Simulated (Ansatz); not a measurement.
The same path of C2H3 + FH (7 atoms, charge 0, multiplicity 2) was run twice with different band settings. Lost on the way: H1–F2. Made: H1–C3, F2–C3.

Level of theory: UKS r2SCAN/def2-mTZVP (Ansatz 0.2.0).

Relaxed end points:

```xyz
7
Properties=species:S:1:pos:R:3
H -0.165 -1.535 0.486
F -0.263 -2.166 1.186
C 0.059 -0.040 -0.688
C 0.086 1.042 0.036
H 0.086 -0.352 -1.722
H 0.044 1.017 1.123
H 0.153 2.034 -0.422
```

```xyz
7
Properties=species:S:1:pos:R:3
H -1.065 -0.992 0.126
F 0.918 -1.338 0.362
C -0.122 -0.555 -0.212
C 0.019 0.853 0.200
H -0.030 -0.677 -1.295
H -0.519 1.243 1.054
H 0.799 1.466 -0.236
```

Common settings: movable images 9; climbing image yes; spring 5.0 eV/Å²; optimiser quadratic models (default); start path through a guess of the saddle point; iteration limit 60; end points relaxed.

| run | force threshold |
| --- | --- |
| 1 | 0.05 eV/Å |
| 2 | 0.5 eV/Å |

Q: What does each run give, and how far can it be trusted?

A: Run 1: not converged after 15 iterations, highest image 0.626 eV above the first end. The band forces met their threshold (the largest was 0.03 eV/Å), but the run stopped with an error, since it found no sound saddle at the top, so its energies are provisional: over the last iterations the top stayed at 0.63 eV.
Run 2: converged after 13 iterations, highest image 0.644 eV above the first end. The threshold of 0.5 eV/Å is loose, so the images may lie well off the minimum-energy path. The order of the stationary point at the top wasn't checked.
